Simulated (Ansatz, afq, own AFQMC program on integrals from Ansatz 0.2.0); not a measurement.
Two steps: Ansatz 0.2.0 writes the Fock matrix and Cholesky factors of the valence space, and afq projects on them the lowest state that overlaps trial and start.

```yaml
crystal:
  periodic: [false, false, false]
  atoms:
    - {symbol: Si, position_ang: [0.000000, 0.000000, 0.548822]}
    - {symbol: C, position_ang: [0.000000, 0.000000, -2.597178]}
    - {symbol: H, position_ang: [0.000000, 0.000000, 2.048355]}
basis:
  gaussian: {orbitals: 6-31G}
magnetization: {spin_polarized: true, initial_magnetization: 1}
correlation: {method: ccsd_t, electrons: outside_noble_gas, hamiltonian_folder: ham}
```

```sh
$ ansatz run in.yaml --threads 1 --pin off --events-out ev --progress --plain --max-ram 24576MiB --backend cuda --devices 0, --max-vram 18GiB
```

Options of the walk:

```
--method phaseless --trial cisd --walkers 4000 --populations 20 --least-time 60 --time-step 0.005 --steps-per-block 50 --equilibration-blocks 40 --max-blocks 4000 --target-error 0.00036 --factor-cut 1e-05 --start spin_pure --seed 1354 --release-times 0.24,0.51,0.99,1.62,2.4 --release-step 0.03 --release-every 3 --taylor-order 6
```

Times are imaginary, in 1/Eh. The walk had a cap of 122 s. With eight or more populations the least sampling time is a fifth of least-time, and the error comes from their spread.

afq prints:

```
orbitals 18  electrons 5 4  factors 97 of 299
reference energy -327.07138553 Eh
CCSD correlation -0.08373979 Eh in 31 cycles, weight of the determinant in the CISD state 0.9158
energy of the start -327.149655 Eh
 block  time / (1/Eh)  mean weight  energy / Eh
     1     0.250  1.0001  -327.150851
     2     0.500  0.9999  -327.152069
     3     0.750  1.0001  -327.153152
     4     1.000  1.0000  -327.154012
     5     1.250  1.0000  -327.154610
    10     2.500  1.0000  -327.156736
    29     7.250  1.0000  -327.157574
    43    10.750  1.0001  -327.157443
    78    19.500  0.9999  -327.157041
   113    28.250  1.0001  -327.156823
   148    37.000  1.0002  -327.157183
   183    45.750  1.0002  -327.157312
   218    54.500  0.9998  -327.157537
   239    59.750  0.9999  -327.156652
   253    63.250  0.9998  -327.157092
   288    72.000  1.0000  -327.157035
   295    73.750  1.0000  -327.156887
error from the spread of 20 populations
released: time / (1/Eh)  energy / Eh  error  mean overlap
  0.24  -327.157219  0.000181  1.0004
  0.51  -327.157406  0.000087  1.0001
  0.99  -327.157638  0.000081  0.9996
  1.62  -327.158715  0.001029  1.0001
  2.40  -327.157651  0.000380  1.0001
energy -327.157047 +/- 0.000050 Eh
(rows thinned)
```

The run passed its tests (sampling time, drift between the halves within three errors, error under three times the target), which doesn't prove that it has relaxed, ending at its cap on processor time.

Against this walk (error 1.4 meV) on the same determinant: CCSD(T) 22.7 meV higher, CCSDT(Q) 13.6 meV lower, CCSDTQ 16.2 meV lower, full CI 17.3 meV lower. The error is statistical and leaves out the bias of the constraint. The determinant has ⟨S²⟩ = 1.75, so the low cluster orders mix in higher spin, while the walk starts as a pure doublet. The released energies are still falling (meV from the phaseless value at times in 1/Eh: -5 ± 5 at 0.24, -9.8 ± 2.4 at 0.51, -16.1 ± 2.2 at 0.99, -45 ± 28 at 1.62, -16 ± 10 at 2.40), so they give no level; they do show a bias of the constraint, and the last of them that isn't too noisy lies 1 meV above full CI. Full CI is exact here, so the walk's 17 meV above it is the walk's own error: the bias of the constraint with this trial. The determinant is a poor start (see the cautions), so the low cluster orders aren't to be relied on, and full CI is the sure value.

Cautions: constraint bias not in the error; unrestricted determinant spin contaminated (⟨S²⟩ 1.75 against 0.75); the next higher spin lies close (full CI puts it 75 meV above).

The walk took 2 min on 1 × NVIDIA H100 80GB HBM3 with 2 threads of AMD EPYC 7R13 Processor (Zen 3) (shared host) (the card was shared). The log's last line is the phaseless energy.

CCSDT and higher add their correlation energy to the determinant of the CCSD(T) run, since their own runs factorise the integrals more tightly (a shift of under 2 meV).
